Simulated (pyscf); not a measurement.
This saddle point was located with ωB97X-D3(BJ)/def2-SVP in PySCF.

```xyz
6

P     -0.9880    -0.9002    -1.5090
Ga    -0.6104     0.7106    -0.0509
H     -0.8507    -0.9840     0.4348
H     -2.2113    -1.2109    -0.8437
H     -1.1739    -0.3623     1.2390
H      0.3880     1.7509     0.5161
```

Surface: singlet, charge 0. Lowest wavenumbers (cm⁻¹): 1480i, 395, 435, 535, 603.

Which two sides does it connect, and which bonds change?

H₂P–GaH₂ ⇌ HP=GaH + H₂, an elimination read from left to right: H–P, Ga–H broken and H–H formed. At ωB97M-D3(BJ)/def2-TZVP it lies +247.0 kJ/mol from the left side and +110.1 kJ/mol from the right (each side as separated species at their lowest minima found). At the saddle there is also a short Ga–H contact that neither side keeps. HP=GaH lies 73.7 kJ/mol over its isomer H₂P–Ga [singlet] (electronic energy, ωB97M-D3(BJ)/def2-TZVP). One saddle was located; it need not be the lowest between these sides. Elements up to Kr have no core potential and no relativistic terms here.
